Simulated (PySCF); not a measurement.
Choosing a molecule for a target property.

All species are isolated and taken at one optimised geometry, non-relativistic unless stated. Electronic properties by PySCF.

Dipoles, sizes and rotational constants follow the conformer. The torsions of the flexible species, by atom-mapped SMILES:
- `[F:1][C:2]([F:3])=[C:4]([F:5])/[CH:6]=[CH:7]/[C@@H:8]1[CH2:9][SiH2:10]1`: C2–C4–C6–C7 -179°, C6–C7–C8–C9 -150°
- `[CH2:1]=[CH:2][C:3]([CH:4]=[CH2:5])=[N:6][C:7]([CH3:8])=[O:9]`: C1–C2–C3–C4 169°, C2–C3–C4–C5 -14°, C3–N6–C7–C8 -120°

The conformers of `O=CC1CCCC1` aren't listed.

Task: Wanted: HOMO energy above -7.3 eV (PBE0/def2-SVPD) and HOMO–LUMO gap above 7 eV (PBE0/def2-SVPD), at PBE0-D3(BJ)/def2-SVP geometries. Which candidate meets both?
A. `FC(F)(F)C#CC1C[SiH2]C1` (C6H7F3Si)
B. `FC(F)=C(F)/C=C/[C@@H]1C[SiH2]1` (C6H7F3Si)
C. `C(C(C=C)=NC(=O)C)=C` (C7H9NO)
D. `CPC` (C2H7P)
E. `C(C1CCCC1)=O` (C6H10O)

Result: D. Computed values:
```csv
species,HOMO energy,HOMO–LUMO gap
FC(F)(F)C#CC1C[SiH2]C1 (C6H7F3Si),-8.24 eV,7.75 eV
C(C1CCCC1)=O (C6H10O),-7.40 eV,6.73 eV
C(C(C=C)=NC(=O)C)=C (C7H9NO),-7.23 eV,4.93 eV
CPC (C2H7P),-6.69 eV,7.23 eV
FC(F)=C(F)/C=C/[C@@H]1C[SiH2]1 (C6H7F3Si),-6.06 eV,5.13 eV
```
